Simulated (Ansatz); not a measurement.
**How close CCSD(T) comes to the exact answer in a basis**

Each species is computed at the geometry given (Å), with frozen cores, in Ansatz 0.2.0: RHF-CCSD(T) for singlets, UHF-CCSD(T) otherwise, and full CI in the same basis. The program picks the determinant by a search with trial CCSD, so it needn't be the lowest Hartree–Fock solution. States: HCB triplet A'', HBMg triplet Π, HCNa triplet Σ⁻ or Δ. Cases whose determinant has another symmetry than full CI's state, or lies over 0.5 eV above the lowest of its kind, whose (Q) step broke down or whose higher cluster runs on it stay over 0.1 eV above full CI weren't drawn.

Problem. Judging by size, spin and bonding and the diagnostics given, rank them by the size of CCSD(T)'s error in total energy against full CI in the same basis, smallest first (an estimate).
A. HBMg, triplet, cc-pVDZ: B 0.000 0.000 0.309; Mg 0.000 0.000 -1.925; H 0.000 0.000 1.616. T1 0.021, (T) -72 meV in a correlation energy of -2.76 eV
B. HCNa, triplet, cc-pVDZ: C 0.000 0.000 -0.280; Na 0.000 0.000 -2.470; H 0.000 0.000 2.750. T1 0.023, (T) -51 meV in a correlation energy of -2.50 eV
C. HCB, triplet, 6-31G: B 0.000 0.084 0.784; C 0.000 -0.121 -0.584; H 0.000 0.536 -1.445. T1 0.060, (T) -137 meV in a correlation energy of -3.65 eV

Solution. A (28.7 meV), B (35.9 meV), C (66.1 meV).

```csv
species,basis,correlated electrons,CCSD(T) − full CI (meV),CCSDT(Q) − full CI (meV),unpaired electrons (full CI),T1,⟨S²⟩ of the determinant
"HBMg, triplet",cc-pVDZ,6,28.7,0.1,2.05,0.021,2.01
"HCNa, triplet",cc-pVDZ,6,35.9,-1.9,3.80,0.023,2.98
"HCB, triplet",6-31G,8,66.1,-0.6,2.11,0.060,2.16
```

Unpaired electrons are Σ n²(2−n)² over natural occupations; an open shell counts its own unpaired electrons too. Frozen cores follow each run's orbitals, which moves totals by a few meV. No single determinant describes HCNa, triplet well, by full CI's occupations.
